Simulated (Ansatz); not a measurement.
# C₂H₃Cl₂F: small, medium and large basis sets

The task here is to estimate one member of a computed series from the others.

Program: Ansatz 0.2.0, Gaussian basis. Level of theory: one geometry, several basis sets. These are calculated values, not measurements.

The runs, in order: PBE0-D4/def2-SVP; ωB97M-V/def2-SVP; PBE0-D4/def2-QZVPP; ωB97M-V/def2-QZVPP; the functionals' def2-TZVPP values are taken from earlier runs.

### The geometry

An earlier PBE0-D4 in a triple-zeta def2 set relaxation fixed the geometry.

SMILES `CC(F)(Cl)Cl`, 8 atoms, charge 0, spin multiplicity 1.

Atoms are counted from 1 here; the program's logs count them from 0.

Bond lengths: C1–C2 1.502 Å, C1–H6 1.090 Å, C1–H7 1.090 Å, C1–H8 1.088 Å, C2–F3 1.348 Å, C2–Cl4 1.776 Å, C2–Cl5 1.776 Å. Angles: C2–C1–H6 108.9°, C2–C1–H7 108.9°, C2–C1–H8 110.1°, H6–C1–H7 109.8°, H6–C1–H8 109.6°, H7–C1–H8 109.6°, C1–C2–F3 110.1°, C1–C2–Cl4 111.1°, C1–C2–Cl5 111.1°, F3–C2–Cl4 107.6°, F3–C2–Cl5 107.6°, Cl4–C2–Cl5 109.3°.

Geometry (Å):

| atom | x (Å) | y (Å) | z (Å) |
| --- | --- | --- | --- |
| C1 | -0.1335 | -0.5059 | 0.6463 |
| C2 | 0.1994 | 0.3913 | -0.5113 |
| F3 | 1.5236 | 0.6432 | -0.5374 |
| Cl4 | -0.2324 | -0.3727 | -2.0559 |
| Cl5 | -0.6411 | 1.9502 | -0.3730 |
| H6 | 0.1634 | -0.0118 | 1.5720 |
| H7 | 0.4149 | -1.4420 | 0.5359 |
| H8 | -1.2021 | -0.7093 | 0.6676 |

The first run:

Contents of in.yaml:

```yaml
crystal:
  periodic: [false, false, false]
  atoms:
    - {symbol: C, position_ang: [-0.133495, -0.505921, 0.646302]}
    - {symbol: C, position_ang: [0.199363, 0.391297, -0.511326]}
    - {symbol: F, position_ang: [1.523611, 0.643229, -0.537444]}
    - {symbol: Cl, position_ang: [-0.232411, -0.372676, -2.055900]}
    - {symbol: Cl, position_ang: [-0.641135, 1.950217, -0.373038]}
    - {symbol: H, position_ang: [0.163395, -0.011829, 1.571994]}
    - {symbol: H, position_ang: [0.414921, -1.441984, 0.535870]}
    - {symbol: H, position_ang: [-1.202149, -0.709330, 0.667643]}
basis:
  gaussian: {orbitals: def2-SVP}
hamiltonian: {xc: pbe0, dispersion: d4}
output: {orbitals: {seedname: orbitals}}
```

Among the steps run: PBE0-D4 in def2-SVP; ωB97M-V in def2-SVP; PBE0-D4 in def2-QZVPP; ωB97M-V in def2-QZVPP.

One table of the session follows, with a row left open; its other results are not shown here.

| functional | basis | HOMO (eV) | LUMO (eV) |
| --- | --- | --- | --- |
| PBE0-D4 | def2-SVP | -8.70 | 0.46 |
| PBE0-D4 | def2-TZVPP | -8.86 | -0.18 |
| PBE0-D4 | def2-QZVPP | -8.91 | -0.39 |
| ωB97M-V | def2-SVP | ? | ? |
| ωB97M-V | def2-TZVPP | -11.14 | 2.08 |
| ωB97M-V | def2-QZVPP | -11.20 | 1.73 |

Estimate the missing values for ωB97M-V, def2-SVP.

As computed: HOMO (eV): -10.93; LUMO (eV): 2.84. In the column «HOMO (eV)» it lies between ωB97M-V, def2-TZVPP (-11.14) and PBE0-D4, def2-QZVPP (-8.91).
